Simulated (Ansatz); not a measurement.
Energy needed to pull apart SiH₂SO (SMILES O[SiH]=S), closed shell, into free ground-state atoms, from the structure below (at a frame of a short PBE0-D4/def2-SVP trajectory); no zero-point or spin–orbit terms; open-shell atoms are treated unrestricted, in their ground-state multiplicity.

O1  (-0.466, -0.100, -1.073)
Si2  (0.264, 0.184, 0.373)
S3  (1.483, 1.584, 0.765)
H4  (-1.216, -0.725, -1.221)
H5  (-0.077, -1.014, 1.204)
(Å)

Computed with Ansatz 0.2.0 (basis: def2-TZVPP); correlated methods freeze the cores.

```tsv
method	atomization energy (kJ/mol)
PBE-D4	1736
r2SCAN-D4	1719
PBE0-D4	1687
wB97M-V	1720
HF	?
MP2	1702
CCSD	?
CCSD(T)	1648
```

Task: What does CCSD give? (An estimate is asked for; the value comes from the calculation.)

Result: By the calculation: 1611 kJ/mol, which is about 37 kJ/mol less than CCSD(T)/def2-TZVPP.

Task: What does HF give? (Judge from chemistry; the value comes from the calculation.)

Result: By the calculation: 1155 kJ/mol, which is about 493 kJ/mol less than CCSD(T)/def2-TZVPP.

In triple zeta the MP2 and coupled-cluster atomization energies are still short of their basis limit by a few kcal/mol a bond, whereas those of the functionals are nearly converged, so these differences are not deviations from converged CCSD(T).

The T1 diagnostic stays at or below 0.015.

For scale, one of the runs: CCSD(T)/def2-TZVPP forces, 143 basis functions, launched by `ansatz run in.yaml --threads 2 --pin off --events-out ev --progress --plain --max-ram 3481MiB`. The run took 49 s on 2 CPU threads of an Arm Neoverse V2 (shared host), with 1.3 GiB of host memory at its peak.
